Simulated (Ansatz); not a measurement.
**CH₂S: basis-set convergence**

The task here is to estimate one member of a computed series from the others.

Program: Ansatz 0.2.0, Gaussian basis. Level of theory: one geometry, several basis sets. These are calculated values, not measurements.

Levels to be run: PBE0-D4/def2-SVP; ωB97M-V/def2-SVP; PBE0-D4/def2-QZVPP; ωB97M-V/def2-QZVPP; CCSD(T)/cc-pV(D+d)Z; CCSD(T)/cc-pV(T+d)Z; CCSD(T)/cc-pV(Q+d)Z; the functionals' def2-TZVPP values are taken from earlier runs.

1 further run of the same task is left out (it didn't finish).

## The geometry

An earlier PBE0-D4 in a triple-zeta def2 set relaxation fixed the geometry.

4 atoms, charge 0, spin multiplicity 1.

Atoms are counted from 1 here; the program's logs count them from 0.

Bond lengths: C1–S2 1.599 Å, C1–H3 1.090 Å, C1–H4 1.090 Å. Angles: S2–C1–H3 122.2°, S2–C1–H4 122.2°, H3–C1–H4 115.6°.

Set-up of the first run:

The input, in.yaml:

```yaml
crystal:
  periodic: [false, false, false]
  atoms:
    - {symbol: C, position_ang: [-0.082163, -0.048418, -0.045267]}
    - {symbol: S, position_ang: [1.322794, 0.439292, 0.542738]}
    - {symbol: H, position_ang: [-0.961738, -0.180333, 0.585656]}
    - {symbol: H, position_ang: [-0.223392, -0.270841, -1.103427]}
basis:
  gaussian: {orbitals: def2-SVP}
hamiltonian: {xc: pbe0, dispersion: d4}
output: {orbitals: {seedname: orbitals}}
```

Started as:

```sh
$ ansatz run in.yaml --threads 2 --pin off --events-out ev --progress --plain --max-ram 4352MiB
```

Among the steps run: PBE0-D4 in def2-SVP; ωB97M-V in def2-SVP; PBE0-D4 in def2-QZVPP; ωB97M-V in def2-QZVPP.

One of the session's tables, all rows but one given; the rest of the session is left out.

It belongs to the step «Functionals by basis». 

```
functional       basis  HOMO (eV)  LUMO (eV)
   PBE0-D4    def2-SVP      -6.52      -2.34
   PBE0-D4  def2-TZVPP      -6.69      -2.53
   PBE0-D4  def2-QZVPP      -6.73      -2.58
   ωB97M-V    def2-SVP      -8.70       0.01
   ωB97M-V  def2-TZVPP          ?          ?
   ωB97M-V  def2-QZVPP      -8.94      -0.37
```

**Question.** Estimate the row for ωB97M-V, def2-TZVPP.

**Answer.** HOMO (eV): -8.89; LUMO (eV): -0.28. In the column «HOMO (eV)» it lies between ωB97M-V, def2-QZVPP (-8.94) and ωB97M-V, def2-SVP (-8.70).
